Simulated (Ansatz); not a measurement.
## An input for CF+ (SMILES [C+]F)

CF+: 2 atoms, total charge +1, spin state singlet. SMILES: `[C+]F`. The shape was relaxed beforehand at PBE0/def2-SVP.

```
atom    x (Å)    y (Å)    z (Å)
   C   0.4925  -0.1609   0.2533
   F  -0.4925   0.1609  -0.2533
```

Settings wanted:

```yaml
basis_set: def2-TZVPP
core_potential: none
integral_approximation: automatic
task: energy
method: DFT
functional: PBE
dispersion: none
reference: RKS
accuracy: medium
```

Q: Give an Ansatz 0.2.0 job that does this.

A: One that was run (others would do as well):

job.yaml:
```yaml
basis:
  gaussian:
    orbitals: def2-TZVPP
crystal:
  periodic: [false, false, false]
  atoms:
    - {symbol: C, position_ang: [0.492467, -0.160894, 0.253271]}
    - {symbol: F, position_ang: [-0.492467, 0.160894, -0.253271]}
total_charge: 1
hamiltonian:
  xc: pbe
```

```bash
$ ansatz run job.yaml --threads 1 --pin off --max-ram 2610MiB --events-out events.jsonl --progress --plain --runs-dir runs
```

Calculated total energy: -137.35451 Eh.
